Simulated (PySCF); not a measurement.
Gas-phase reaction: 2 AlH3.NH3 ⇌ 2 AlH3 + N2 + 6 H

Method: PySCF energies plus ideal-gas RRHO corrections (1 bar). † marks an energy on the PBE0/def2-TZVP geometry and frequencies; other levels use their own. MP2 and CCSD(T) freeze the core. 6-31G* has spherical d functions here. Open shells (unrestricted): H (multiplicity 2); the rest are closed-shell singlets. B3LYP is the form with VWN-RPA correlation. Adducts (AlH3.NH3) have no counterpoise correction, and HF, PBE, BLYP, B3LYP and PBE0 lack dispersion. AlH3.NH3, AlH3: computed as isolated molecules; such fragments, hydroxides, amides, oligomers or adducts are transient or little studied in the gas. MP2 isn't extrapolated to the basis-set limit; its ΔH°(298 K) is 1479.2 kJ in def2-SVP and 1544.9 kJ in def2-TZVPP. CCSD(T) isn't extrapolated to the basis-set limit; its ΔH°(298 K) is 1540.0 kJ in def2-SVP and 1604.1 kJ in def2-TZVPP. The harmonic model lacks anharmonicity and excited electronic states, which grow with temperature; levels with a mode under 35 cm⁻¹ are left out.

```json
[
 {"level": "B3LYP/def2-TZVP†", "ΔE electronic, kJ": "1767", "ΔH°(298 K), kJ": "1605", "ΔS°(298 K), J/K": "755", "ΔG°(600 K), kJ": "1144"},
 {"level": "BLYP/def2-TZVP†", "ΔE electronic, kJ": "1711", "ΔH°(298 K), kJ": "1550", "ΔS°(298 K), J/K": "755", "ΔG°(600 K), kJ": "1088"},
 {"level": "CCSD(T)/def2-SVP†", "ΔE electronic, kJ": "1702", "ΔH°(298 K), kJ": "1540", "ΔS°(298 K), J/K": "755", "ΔG°(600 K), kJ": "1079"},
 {"level": "CCSD(T)/def2-TZVPP†", "ΔE electronic, kJ": "1766", "ΔH°(298 K), kJ": "1604", "ΔS°(298 K), J/K": "755", "ΔG°(600 K), kJ": "1143"},
 {"level": "HF/6-31G*", "ΔE electronic, kJ": "1389", "ΔH°(298 K), kJ": "1215", "ΔS°(298 K), J/K": "755", "ΔG°(600 K), kJ": "753"},
 {"level": "MP2/def2-SVP†", "ΔE electronic, kJ": "1641", "ΔH°(298 K), kJ": "1479", "ΔS°(298 K), J/K": "755", "ΔG°(600 K), kJ": "1018"},
 {"level": "MP2/def2-TZVPP†", "ΔE electronic, kJ": "1707", "ΔH°(298 K), kJ": "1545", "ΔS°(298 K), J/K": "755", "ΔG°(600 K), kJ": "1084"},
 {"level": "PBE/def2-TZVP†", "ΔE electronic, kJ": "1735", "ΔH°(298 K), kJ": "1573", "ΔS°(298 K), J/K": "755", "ΔG°(600 K), kJ": "1112"},
 {"level": "PBE0/def2-TZVP", "ΔE electronic, kJ": "1763", "ΔH°(298 K), kJ": "1601", "ΔS°(298 K), J/K": "755", "ΔG°(600 K), kJ": "1140"},
 {"level": "ωB97M-V/def2-TZVP†", "ΔE electronic, kJ": "1779", "ΔH°(298 K), kJ": "1618", "ΔS°(298 K), J/K": "755", "ΔG°(600 K), kJ": "1157"}
]
```
ΔH° is lowest at HF/6-31G* and highest at ωB97M-V/def2-TZVP†. No reference value is set beside these.
